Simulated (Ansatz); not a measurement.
Stepwise reaction of `NBN` with hydrogen chloride, as a gas-phase model of exchange steps in deposition or etching. ΔE in kJ/mol; ΔG adds harmonic PBE0-D4 terms to CCSD(T)/CBS, at 1 bar.

Program: Ansatz. Geometries: PBE0-D4/def2-TZVP. ΔE: electronic, gas phase. CCSD(T)/CBS is the MP2 limit (def2-TZVPP, def2-QZVPP) plus CCSD(T) − MP2 in def2-TZVPP, frozen cores. This one scheme is used for every species. Functionals use def2-TZVPP. B3LYP here is the variant with VWN-RPA as its local correlation; programs differ in this. One conformer a species, not always the lowest.

| step | reaction | PBE-D4 | B3LYP-D4 | ωB97M-V | CCSD(T)/CBS | ΔG(600 K) |
| --- | --- | --- | --- | --- | --- | --- |
| 2 | `NBCl` + HCl → `ClBCl` + NH₃ | 45.5 | 50.6 | 49.8 | 47.3 | 48.2 |

Task: Give the row of step 1, `NBN` + HCl → `NBCl` + NH₃. (Best estimate.)

Result: Computed: 
```
step                    reaction  PBE-D4  B3LYP-D4  ωB97M-V  CCSD(T)/CBS  ΔG(600 K)
   1  `NBN` + HCl → `NBCl` + NH₃    -2.0       1.8      0.3         -1.4       -1.6
```

Task: By hand: ΔE of the 2 steps together at CCSD(T)/CBS.

Result: (-1.4) + (47.3) = 45.9 kJ/mol, or 22.9 kJ/mol a step.

In ΔE each step is higher than the one before. ΔG lies between -1.6 and 48.2 kJ/mol a step. PBE-D4 differs from CCSD(T)/CBS by -1.8 to -0.6 kJ/mol a step. Isolated molecules leave out the surface, adducts and barriers. Largest T1 diagnostic: 0.012.
